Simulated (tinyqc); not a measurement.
Inside a calculation (part 1 of 2). Method: UHF in the sto-3g basis, for BH, spin multiplicity 3. Computed by tinyqc, a small Python program that keeps every step (integrals from PySCF). Settings: charge = 0, multiplicity = 3, basis = sto-3g, energy threshold = 1e-08, iteration cap = 88, orthogonalisation = canonical, start = atomic densities, DIIS depth = 4, method = UHF. Command: `OMP_NUM_THREADS=1 python tinyqc.py 28172 28173 out.jsonl` (the two numbers bound the seeds that draw the settings). One thread of a shared host (Intel(R) Xeon(R) Processor @ 2.60GHz), about 0.1 s of CPU time with the checks. Later iterations appear only in the table of the cycle.

## One-electron integrals

Geometry (angstrom):
```
atom         x         y         z
B     0.000000  0.000000  0.000000
H     0.000000  0.000000  2.042000
```

Basis sto-3g: exponents (1/bohr^2) and contraction coefficients of normalised primitives:
```
element  l (shell)   exponent  coefficient
B            s (1)  48.791113     0.154329
B            s (1)   8.887362     0.535328
B            s (1)   2.405267     0.444635
B            s (2)   2.236956    -0.099967
B            s (2)   0.519821     0.399513
B            s (2)   0.169062     0.700115
B            p (3)   2.236956     0.155916
B            p (3)   0.519821     0.607684
B            p (3)   0.169062     0.391957
H            s (1)   3.425251     0.154329
H            s (1)   0.623914     0.535328
H            s (1)   0.168855     0.444635
```

Overlap, kinetic and nuclear-attraction integrals over the contracted functions; the nuclear repulsion is the sum of Za Zb / Rab.

nuclear repulsion = 1.29573264 hartree

overlap S, lower triangle:
```
           1B 1s     1B 2s    1B 2px    1B 2py    1B 2pz     2H 1s
1B 1s   1.000000
1B 2s   0.269328  1.000000
1B 2px  0.000000  0.000000  1.000000
1B 2py  0.000000  0.000000  0.000000  1.000000
1B 2pz  0.000000  0.000000  0.000000  0.000000  1.000000
2H 1s   0.009765  0.152335  0.000000  0.000000  0.197593  1.000000
```

kinetic energy T (hartree), lower triangle:
```
            1B 1s      1B 2s    1B 2px    1B 2py    1B 2pz     2H 1s
1B 1s   10.826302
1B 2s   -0.047967   0.359168
1B 2px   0.000000   0.000000  1.123881
1B 2py   0.000000   0.000000  0.000000  1.123881
1B 2pz   0.000000   0.000000  0.000000  0.000000  1.123881
2H 1s   -0.003530  -0.008658  0.000000  0.000000  0.015178  0.760032
```

nuclear attraction V (hartree), lower triangle:
```
             1B 1s      1B 2s     1B 2px     1B 2py     1B 2pz      2H 1s
1B 1s   -23.406535
1B 2s    -3.209158  -4.030587
1B 2px    0.000000   0.000000  -3.988964
1B 2py    0.000000   0.000000   0.000000  -3.988964
1B 2pz   -0.006311  -0.064182   0.000000   0.000000  -4.022982
2H 1s    -0.116315  -0.434539   0.000000   0.000000  -0.524666  -2.521957
```

core Hamiltonian H = T + V (hartree), lower triangle:
```
             1B 1s      1B 2s     1B 2px     1B 2py     1B 2pz      2H 1s
1B 1s   -12.580232
1B 2s    -3.257125  -3.671419
1B 2px    0.000000   0.000000  -2.865083
1B 2py    0.000000   0.000000   0.000000  -2.865083
1B 2pz   -0.006311  -0.064182   0.000000   0.000000  -2.899102
2H 1s    -0.119845  -0.443197   0.000000   0.000000  -0.509488  -1.761925
```

## Two-electron integrals

Functions are numbered as in S; the eight-fold symmetry (ij|kl) = (ji|kl) = (kl|ij) leaves the list below.

Two-electron integrals (ij|kl) in chemists' order, unique and non-zero (hartree):
```
(11|11) 2.923513   (21|11) 0.518376   (21|21) 0.109262   (22|11) 0.744229
(22|21) 0.193177   (22|22) 0.544804   (31|31) 0.020264   (32|31) 0.029996
(32|32) 0.120346   (33|11) 0.742491   (33|21) 0.193240   (33|22) 0.544682
(33|33) 0.586773   (41|41) 0.020264   (42|41) 0.029996   (42|42) 0.120346
(43|43) 0.031630   (44|11) 0.742491   (44|21) 0.193240   (44|22) 0.544682
(44|33) 0.523513   (44|44) 0.586773   (51|51) 0.020264   (52|51) 0.029996
(52|52) 0.120346   (53|53) 0.031630   (54|54) 0.031630   (55|11) 0.742491
(55|21) 0.193240   (55|22) 0.544682   (55|33) 0.523513   (55|44) 0.523513
(55|55) 0.586773   (61|11) 0.018624   (61|21) 0.003918   (61|22) 0.006972
(61|33) 0.006944   (61|44) 0.006944   (61|51) 0.000301   (61|52) 0.000556
(61|55) 0.007034   (61|61) 0.000145   (62|11) 0.069033   (62|21) 0.018336
(62|22) 0.060373   (62|33) 0.058522   (62|44) 0.058522   (62|51) 0.001974
(62|52) 0.014005   (62|55) 0.064009   (62|61) 0.000706   (62|62) 0.011778
(63|31) 0.001423   (63|32) 0.007475   (63|53) 0.002362   (63|63) 0.000961
(64|41) 0.001423   (64|42) 0.007475   (64|54) 0.002362   (64|64) 0.000961
(65|11) 0.078324   (65|21) 0.020995   (65|22) 0.072296   (65|33) 0.068947
(65|44) 0.068947   (65|51) 0.003163   (65|52) 0.021541   (65|55) 0.078907
(65|61) 0.000829   (65|62) 0.016118   (65|65) 0.022583   (66|11) 0.259054
(66|21) 0.069760   (66|22) 0.257644   (66|33) 0.247233   (66|44) 0.247233
(66|51) 0.006277   (66|52) 0.062114   (66|55) 0.278190   (66|61) 0.002669
(66|62) 0.074074   (66|65) 0.108968   (66|66) 0.774606
```

## Orthogonalisation

S = U s U^T; canonical form X = U s^(-1/2), so that X^T S X = 1. Each column of U has its largest component positive (the first on a tie).

eigenvalues of S: 0.675044  0.833704  1.000000  1.000000  1.156608  1.334644

X:
```
                1          2         3          4          5         6
1B 1s   -0.643468   0.518532  0.000000   0.000000  -0.429534  0.460431
1B 2s    0.796746  -0.298754  0.000000   0.000000  -0.267333  0.557226
1B 2px   0.000000   0.000000  0.421723   0.906725   0.000000  0.000000
1B 2py   0.000000   0.000000  0.906725  -0.421723   0.000000  0.000000
1B 2pz   0.341693   0.701781  0.000000   0.000000   0.611400  0.242119
2H 1s   -0.561939  -0.590628  0.000000   0.000000   0.484583  0.410053
```

Within a degenerate level the vectors are fixed only up to a rotation; this is one choice.

## Starting guess

The start is atomic minimal-basis densities projected into this basis (PySCF's MINAO start) and scaled to the electron count of each spin; this density is not idempotent, so its energy is not variational and may lie below the converged one.

D(alpha) at the start, lower triangle:
```
            1B 1s      1B 2s    1B 2px    1B 2py    1B 2pz     2H 1s
1B 1s    1.454382
1B 2s   -0.381947   1.425945
1B 2px   0.000000   0.000000  0.213893
1B 2py   0.000000   0.000000  0.000000  0.213893
1B 2pz   0.003593  -0.011578  0.000000  0.000000  0.205644
2H 1s   -0.018926   0.070688  0.000000  0.000000  0.034339  0.657244
```

D(beta) at the start, lower triangle:
```
            1B 1s      1B 2s    1B 2px    1B 2py    1B 2pz     2H 1s
1B 1s    0.727191
1B 2s   -0.190973   0.712972
1B 2px   0.000000   0.000000  0.106946
1B 2py   0.000000   0.000000  0.000000  0.106946
1B 2pz   0.001796  -0.005789  0.000000  0.000000  0.102822
2H 1s   -0.009463   0.035344  0.000000  0.000000  0.017170  0.328622
```

## Iteration 1: building the Fock matrix

J_ij = sum D_kl (ij|kl) with D = D(alpha) + D(beta), K_ij = sum D_kl (ik|jl) for each spin; F = H + J - K(s); E = tr D H + tr D J / 2 - 0.5 sum_s tr D(s) K(s) + E_nn.

Coulomb J (hartree), lower triangle:
```
           1B 1s     1B 2s    1B 2px    1B 2py    1B 2pz     2H 1s
1B 1s   8.358244
1B 2s   1.677078  3.358915
1B 2px  0.000000  0.000000  3.343973
1B 2py  0.000000  0.000000  0.000000  3.343973
1B 2pz  0.006092  0.062537  0.000000  0.000000  3.375895
2H 1s   0.060522  0.392702  0.000000  0.000000  0.482440  2.069098
```

exchange K(alpha) (hartree), lower triangle:
```
           1B 1s     1B 2s    1B 2px    1B 2py    1B 2pz     2H 1s
1B 1s   4.024523
1B 2s   0.723349  0.880977
1B 2px  0.000000  0.000000  0.318737
1B 2py  0.000000  0.000000  0.000000  0.318737
1B 2pz  0.001086  0.012299  0.000000  0.000000  0.335548
2H 1s   0.028718  0.157909  0.000000  0.000000  0.123068  0.548115
```

exchange K(beta) (hartree), lower triangle:
```
           1B 1s     1B 2s    1B 2px    1B 2py    1B 2pz     2H 1s
1B 1s   2.012262
1B 2s   0.361674  0.440489
1B 2px  0.000000  0.000000  0.159368
1B 2py  0.000000  0.000000  0.000000  0.159368
1B 2pz  0.000543  0.006149  0.000000  0.000000  0.167774
2H 1s   0.014359  0.078955  0.000000  0.000000  0.061534  0.274057
```

F(alpha) (hartree), lower triangle:
```
            1B 1s      1B 2s    1B 2px    1B 2py     1B 2pz      2H 1s
1B 1s   -8.246512
1B 2s   -2.303396  -1.193481
1B 2px   0.000000   0.000000  0.160153
1B 2py   0.000000   0.000000  0.000000  0.160153
1B 2pz  -0.001305  -0.013944  0.000000  0.000000   0.141245
2H 1s   -0.088041  -0.208404  0.000000  0.000000  -0.150115  -0.240942
```

F(beta) (hartree), lower triangle:
```
            1B 1s      1B 2s    1B 2px    1B 2py     1B 2pz     2H 1s
1B 1s   -6.234250
1B 2s   -1.941722  -0.752993
1B 2px   0.000000   0.000000  0.319521
1B 2py   0.000000   0.000000  0.000000  0.319521
1B 2pz  -0.000762  -0.007794  0.000000  0.000000   0.309019
2H 1s   -0.073682  -0.129450  0.000000  0.000000  -0.088582  0.033115
```

total energy of this density = -24.92122309 hartree

This density is the starting one; it is not idempotent, so its energy is not variational and may lie below the converged one.

## Iteration 1: diagonalisation and new density

Diagonalise F' = X^T F X, C = X C', fill 4 alpha and 2 beta electrons from the bottom; D(s) = C_occ C_occ^T. Each column has its largest component positive (the first on a tie).

F' = X^T F X (alpha) (hartree), lower triangle:
```
           1          2         3         4          5          6
1  -1.696313
2   1.733843  -1.514920
3   0.000000   0.000000  0.160153
4   0.000000   0.000000  0.000000  0.160153
5  -1.621547   1.855790  0.000000  0.000000  -2.132607
6   1.998687  -1.963921  0.000000  0.000000   2.519683  -3.495329
```

orbital energies (alpha) (hartree): MO1 -8.247471, MO2 -0.617492, MO3 -0.205772, MO4 0.160153, MO5 0.160153, MO6 0.231567

coefficients C (alpha):
```
              MO1        MO2        MO3       MO4        MO5        MO6
1B 1s    0.996792  -0.274176   0.099586  0.000000   0.000000  -0.027184
1B 2s    0.011702   0.969662  -0.390551  0.000000   0.000000   0.114516
1B 2px   0.000000   0.000000   0.000000  0.087249   0.996187   0.000000
1B 2py   0.000000   0.000000   0.000000  0.996187  -0.087249   0.000000
1B 2pz   0.000289   0.026115   0.266450  0.000000   0.000000   0.984888
2H 1s   -0.000650   0.236670   0.893309  0.000000   0.000000  -0.462132
```

F' = X^T F X (beta) (hartree), lower triangle:
```
           1          2         3         4          5          6
1  -0.929064
2   1.251074  -0.902508
3   0.000000   0.000000  0.319521
4   0.000000   0.000000  0.000000  0.319521
5  -1.227814   1.437334  0.000000  0.000000  -1.512001
6   1.547975  -1.565339  0.000000  0.000000   2.042086  -2.634959
```

orbital energies (beta) (hartree): MO1 -6.246609, MO2 -0.190142, MO3 0.061593, MO4 0.319521, MO5 0.319521, MO6 0.396625

coefficients C (beta):
```
              MO1        MO2        MO3        MO4       MO5        MO6
1B 1s    0.986314  -0.292281   0.139722   0.000000  0.000000  -0.040720
1B 2s    0.047214   0.921821  -0.480906   0.000000  0.000000   0.150906
1B 2px   0.000000   0.000000   0.000000   0.950272  0.311420   0.000000
1B 2py   0.000000   0.000000   0.000000  -0.311420  0.950272   0.000000
1B 2pz   0.000933   0.047856   0.324317   0.000000  0.000000   0.966545
2H 1s   -0.004359   0.331800   0.832603   0.000000  0.000000  -0.514045
```

D(alpha) after iteration 1, lower triangle:
```
            1B 1s      1B 2s    1B 2px    1B 2py    1B 2pz     2H 1s
1B 1s    1.078685
1B 2s   -0.293088   1.092912
1B 2px   0.000000   0.000000  0.007612
1B 2py   0.000000   0.000000  0.086916  0.992388
1B 2pz   0.019663  -0.078736  0.000000  0.000000  0.071678
2H 1s    0.023424  -0.119400  0.000000  0.000000  0.244202  0.854014
```

D(beta) after iteration 1, lower triangle:
```
            1B 1s     1B 2s    1B 2px    1B 2py    1B 2pz     2H 1s
1B 1s    1.058243
1B 2s   -0.222863  0.851983
1B 2px   0.000000  0.000000  0.000000
1B 2py   0.000000  0.000000  0.000000  0.000000
1B 2pz  -0.013068  0.044159  0.000000  0.000000  0.002291
2H 1s   -0.101278  0.305654  0.000000  0.000000  0.015874  0.110110
```

Within a degenerate level the vectors are fixed only up to a rotation; this is one choice.

## Iteration 2: building the Fock matrix

As before.

Coulomb J (hartree), lower triangle:
```
           1B 1s     1B 2s    1B 2px    1B 2py    1B 2pz     2H 1s
1B 1s   8.270600
1B 2s   1.662626  3.342992
1B 2px  0.000000  0.000000  3.304258
1B 2py  0.000000  0.000000  0.005498  3.366554
1B 2pz  0.006578  0.068294  0.000000  0.000000  3.345513
2H 1s   0.059991  0.392411  0.000000  0.000000  0.482331  2.076957
```

exchange K(alpha) (hartree), lower triangle:
```
            1B 1s      1B 2s    1B 2px    1B 2py    1B 2pz     2H 1s
1B 1s    2.991027
1B 2s    0.552196   0.732359
1B 2px   0.000000   0.000000  0.174181
1B 2py   0.000000   0.000000  0.048251  0.720872
1B 2pz  -0.000113  -0.023083  0.000000  0.000000  0.262319
2H 1s    0.021807   0.117286  0.000000  0.000000  0.173707  0.709871
```

exchange K(beta) (hartree), lower triangle:
```
            1B 1s     1B 2s    1B 2px    1B 2py    1B 2pz     2H 1s
1B 1s    2.954518
1B 2s    0.523474  0.528895
1B 2px   0.000000  0.000000  0.115141
1B 2py   0.000000  0.000000  0.000000  0.115141
1B 2pz  -0.001232  0.053634  0.000000  0.000000  0.129470
2H 1s    0.014760  0.138133  0.000000  0.000000  0.055477  0.144820
```

F(alpha) (hartree), lower triangle:
```
            1B 1s      1B 2s     1B 2px     1B 2py     1B 2pz      2H 1s
1B 1s   -7.300659
1B 2s   -2.146695  -1.060786
1B 2px   0.000000   0.000000   0.264994
1B 2py   0.000000   0.000000  -0.042753  -0.219401
1B 2pz   0.000380   0.027195   0.000000   0.000000   0.184092
2H 1s   -0.081661  -0.168072   0.000000   0.000000  -0.200863  -0.394839
```

F(beta) (hartree), lower triangle:
```
            1B 1s      1B 2s    1B 2px    1B 2py     1B 2pz     2H 1s
1B 1s   -7.264151
1B 2s   -2.117973  -0.857322
1B 2px   0.000000   0.000000  0.324034
1B 2py   0.000000   0.000000  0.005498  0.386330
1B 2pz   0.001500  -0.049522  0.000000  0.000000   0.316941
2H 1s   -0.074614  -0.188920  0.000000  0.000000  -0.082634  0.170212
```

total energy of this density = -24.60365263 hartree

## Iteration 2: DIIS over 2 matrices

error matrix X^T (FDS - SDF) X (alpha):
```
           1          2         3         4          5         6
1   0.000000  -0.022387  0.000000  0.000000   0.006739  0.014242
2   0.022387   0.000000  0.000000  0.000000   0.030362  0.029145
3   0.000000   0.000000  0.000000  0.000000   0.000000  0.000000
4   0.000000   0.000000  0.000000  0.000000   0.000000  0.000000
5  -0.006739  -0.030362  0.000000  0.000000   0.000000  0.010542
6  -0.014242  -0.029145  0.000000  0.000000  -0.010542  0.000000
```

B (overlaps of the stored error matrices):
```
                1               2
1   1.9346265e-02  -8.4267749e-03
2  -8.4267749e-03   1.9646489e-02
```

Minimise |sum c_i e_i|^2 with sum c_i = 1: solve [B -1; -1 0][c; lambda] = [0; -1] with B_ij = tr e_i^T e_j summed over both spins, and take F = sum c_i F_i.

DIIS coefficients: 0.502688  0.497312

extrapolated F(alpha) (hartree), lower triangle:
```
            1B 1s      1B 2s     1B 2px     1B 2py     1B 2pz      2H 1s
1B 1s   -7.776128
1B 2s   -2.225467  -1.127490
1B 2px   0.000000   0.000000   0.212291
1B 2py   0.000000   0.000000  -0.021261  -0.028604
1B 2pz  -0.000467   0.006515   0.000000   0.000000   0.162553
2H 1s   -0.084868  -0.188347   0.000000   0.000000  -0.175353  -0.317477
```

extrapolated F(beta) (hartree), lower triangle:
```
            1B 1s      1B 2s    1B 2px    1B 2py     1B 2pz     2H 1s
1B 1s   -6.746432
1B 2s   -2.029373  -0.804877
1B 2px   0.000000   0.000000  0.321765
1B 2py   0.000000   0.000000  0.002734  0.352746
1B 2pz   0.000363  -0.028546  0.000000  0.000000   0.312959
2H 1s   -0.074145  -0.159025  0.000000  0.000000  -0.085624  0.101295
```

## Iteration 2: diagonalisation and new density

As before.

F' = X^T F X (alpha) (hartree), lower triangle:
```
           1          2          3         4          5          6
1  -1.556448
2   1.606449  -1.404816
3   0.000000   0.000000  -0.002021
4   0.000000   0.000000   0.078417  0.185708
5  -1.470895   1.781372   0.000000  0.000000  -2.061814
6   1.915022  -1.834654   0.000000  0.000000   2.376399  -3.335690
```

orbital energies (alpha) (hartree): MO1 -7.778703, MO2 -0.558051, MO3 -0.284999, MO4 -0.030466, MO5 0.214154, MO6 0.262984

coefficients C (alpha):
```
              MO1        MO2        MO3       MO4        MO5        MO6
1B 1s    0.994524  -0.271841   0.124132  0.000000   0.000000  -0.032249
1B 2s    0.019730   0.933426  -0.466530  0.000000   0.000000   0.129235
1B 2px   0.000000   0.000000   0.000000  0.087249   0.996187   0.000000
1B 2py   0.000000   0.000000   0.000000  0.996187  -0.087249   0.000000
1B 2pz   0.000300   0.019981   0.241640  0.000000   0.000000   0.991409
2H 1s   -0.001502   0.316608   0.882479  0.000000   0.000000  -0.434245
```

F' = X^T F X (beta) (hartree), lower triangle:
```
           1          2          3         4          5          6
1  -1.048988
2   1.402184  -0.995057
3   0.000000   0.000000   0.349327
4   0.000000   0.000000  -0.010085  0.325184
5  -1.386326   1.537363   0.000000  0.000000  -1.597052
6   1.652475  -1.700394   0.000000  0.000000   2.187805  -2.811384
```

orbital energies (beta) (hartree): MO1 -6.753949, MO2 -0.243729, MO3 0.129190, MO4 0.321526, MO5 0.352985, MO6 0.416007

coefficients C (beta):
```
              MO1        MO2        MO3        MO4       MO5        MO6
1B 1s    0.989898  -0.288488   0.120896   0.000000  0.000000  -0.041043
1B 2s    0.035509   0.945035  -0.431620   0.000000  0.000000   0.159307
1B 2px   0.000000   0.000000   0.000000   0.996187  0.087249   0.000000
1B 2py   0.000000   0.000000   0.000000  -0.087249  0.996187   0.000000
1B 2pz   0.000702   0.067573   0.412745   0.000000  0.000000   0.930997
2H 1s   -0.003450   0.281211   0.793648   0.000000  0.000000  -0.598842
```

D(alpha) after iteration 2, lower triangle:
```
            1B 1s      1B 2s    1B 2px    1B 2py    1B 2pz     2H 1s
1B 1s    1.078384
1B 2s   -0.292033   1.089324
1B 2px   0.000000   0.000000  0.007612
1B 2py   0.000000   0.000000  0.086916  0.992388
1B 2pz   0.024862  -0.094075  0.000000  0.000000  0.058789
2H 1s    0.021983  -0.116202  0.000000  0.000000  0.219568  0.879012
```

D(beta) after iteration 2, lower triangle:
```
            1B 1s     1B 2s    1B 2px    1B 2py    1B 2pz     2H 1s
1B 1s    1.063123
1B 2s   -0.237481  0.894352
1B 2px   0.000000  0.000000  0.000000
1B 2py   0.000000  0.000000  0.000000  0.000000
1B 2pz  -0.018799  0.063884  0.000000  0.000000  0.004567
2H 1s   -0.084541  0.265632  0.000000  0.000000  0.019000  0.079091
```
